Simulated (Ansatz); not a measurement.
C₄H₄ClF (`C#CC(F)CCl`). The species carries charge 0 and has multiplicity 1.

Cartesian coordinates in Å:
```
C -1.0758 -2.0266 -0.1092
C -0.2792 -1.1334 -0.1671
C 0.6792 -0.0422 -0.2274
F 1.1489 0.1039 -1.5239
C 0.0867 1.2985 0.1756
Cl -0.3272 1.3060 1.8965
H -1.7824 -2.8215 -0.0597
H 1.5402 -0.2688 0.4102
H 0.8254 2.0791 0.0015
H -0.8159 1.5050 -0.3965
```

(1) Give the diagnostics of a CCSD(T)/def2-TZVPP run (frozen core, the Gaussian-basis code of Ansatz). (Best estimate.)

Answers

(1) Computed: T1 = 0.0111, largest single amplitude 0.011, largest double 0.045, (T) share of the correlation energy 4.2 %, 9 CCSD cycles. The RHF solution is stable towards an unrestricted one. T1 lies under the customary mark of 0.02 for closed shells.
